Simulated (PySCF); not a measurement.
# H2O: the cost of one run

Programs: PySCF 2.14.0, with density-fitted response routines of our own. Each step states its level of theory. These are calculated values for one molecule in the gas phase, unless marked as measured. Atoms are numbered from 0 throughout.

### Step 1. The molecule as given

3 atoms, charge 0, multiplicity 1; geometry from: GFN2-xTB.

Bonds of the start (Å): O0–H1 0.96, O0–H2 0.96.

### Step 2. Optimising the geometry at PBE0-D3(BJ)/def2-TZVP

Job settings and geometry (Å):

```
{"job": {"xc": "PBE0", "basis": "def2-TZVP", "d3": "d3bj", "grid": 2, "kind": "geom"}, "charge": 0, "multiplicity": 1}
O      0.001780     0.063650    -0.000510
H     -0.785930    -0.483790    -0.001130
H      0.757910    -0.526530     0.009200
```

**Question.** How long does this first job take on 2 threads of AMD EPYC (Zen 3), shared host?

About 3 s.
